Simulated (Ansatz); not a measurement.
A nudged elastic band was laid between two geometries of BH4N + CH4 (11 atoms, charge 0, multiplicity 1).

Level of theory: RKS PBE0-D4/def2-mTZVP in Ansatz.

```
movable images  : 7
climbing image  : yes
spring          : 5.0 eV/Å²
optimiser       : quadratic models (default)
start path      : through a guess of the saddle point
force threshold : 0.05 eV/Å
iteration limit : 60
end points      : relaxed
```

First end point:

```xyz
11
Properties=species:S:1:pos:R:3
B 0.060 0.418 -1.592
N 1.419 0.585 -1.376
H -0.348 -0.659 -1.912
H -0.668 1.356 -1.453
H 0.091 -0.239 1.446
C -0.878 -0.601 1.785
H 1.836 1.463 -1.108
H 2.094 -0.158 -1.477
H -1.627 -0.390 1.022
H -1.153 -0.099 2.713
H -0.826 -1.676 1.954
```

Last end point:

```xyz
11
Properties=species:S:1:pos:R:3
B -0.401 0.014 -0.577
N 1.230 0.227 -0.466
H -0.519 -0.936 -1.328
H -0.793 1.046 -1.089
H 1.679 -0.588 -0.053
C -0.950 -0.241 0.910
H 1.458 1.031 0.114
H 1.643 0.378 -1.383
H -2.037 -0.364 0.892
H -0.755 0.588 1.605
H -0.553 -1.154 1.376
```

(1) Which bonds break or form, and what moves?

(2) Give the energies along the band, and the barrier.

(3) What is the geometry of the highest image?

Results:

(1) Bonds broken: H5–C6. Bonds formed: B1–C6, N2–H5. BH4N + CH4 becomes CH8BN.

(2) The run converged. The highest image is number 4 of 0 to 8, 212.0 kJ/mol above the first end and 185.1 kJ/mol above the last; the last end lies 27.0 kJ/mol above the first. Neighbouring images differ by up to 1.4 eV, so the band resolves the path poorly. A vibrational analysis at the climbing image gives one clearly imaginary mode, 1499i cm⁻¹: a first-order saddle point. The orbitals stay closed-shell, which can raise the energy where a bond breaks towards radicals; this wasn't checked here.

```json
{"image": "0", "path coordinate (Å)": "0.00", "energy (kJ/mol)": "0.0", "H5–C6 (Å)": "1.09", "B1–C6 (Å)": "3.65", "N2–H5 (Å)": "3.23"}
{"image": "1", "path coordinate (Å)": "0.70", "energy (kJ/mol)": "2.1", "H5–C6 (Å)": "1.09", "B1–C6 (Å)": "3.27", "N2–H5 (Å)": "2.78"}
{"image": "2", "path coordinate (Å)": "1.41", "energy (kJ/mol)": "16.6", "H5–C6 (Å)": "1.09", "B1–C6 (Å)": "2.85", "N2–H5 (Å)": "2.37"}
{"image": "3", "path coordinate (Å)": "2.11", "energy (kJ/mol)": "78.8", "H5–C6 (Å)": "1.10", "B1–C6 (Å)": "2.37", "N2–H5 (Å)": "1.93"}
{"image": "4", "path coordinate (Å)": "2.82", "energy (kJ/mol)": "212.0", "H5–C6 (Å)": "1.36", "B1–C6 (Å)": "1.83", "N2–H5 (Å)": "1.35"}
{"image": "5", "path coordinate (Å)": "3.45", "energy (kJ/mol)": "87.0", "H5–C6 (Å)": "1.94", "B1–C6 (Å)": "1.65", "N2–H5 (Å)": "1.03"}
{"image": "6", "path coordinate (Å)": "4.08", "energy (kJ/mol)": "36.2", "H5–C6 (Å)": "2.51", "B1–C6 (Å)": "1.61", "N2–H5 (Å)": "1.02"}
{"image": "7", "path coordinate (Å)": "4.71", "energy (kJ/mol)": "30.6", "H5–C6 (Å)": "2.65", "B1–C6 (Å)": "1.61", "N2–H5 (Å)": "1.02"}
{"image": "8", "path coordinate (Å)": "5.33", "energy (kJ/mol)": "27.0", "H5–C6 (Å)": "2.82", "B1–C6 (Å)": "1.61", "N2–H5 (Å)": "1.02"}
```

(3) 
```xyz
11
Properties=species:S:1:pos:R:3
B -0.284 0.153 -0.713
N 1.269 0.359 -0.586
H -0.585 -0.785 -1.397
H -0.887 1.179 -0.859
H 0.508 -0.040 0.455
C -0.699 -0.383 0.985
H 1.617 1.305 -0.644
H 1.867 -0.289 -1.076
H -1.748 -0.433 0.692
H -0.644 0.317 1.824
H -0.415 -1.383 1.320
```

The run took 98 s on 2 threads of Arm Neoverse V2, on a shared host, peak memory 0.14 GiB.
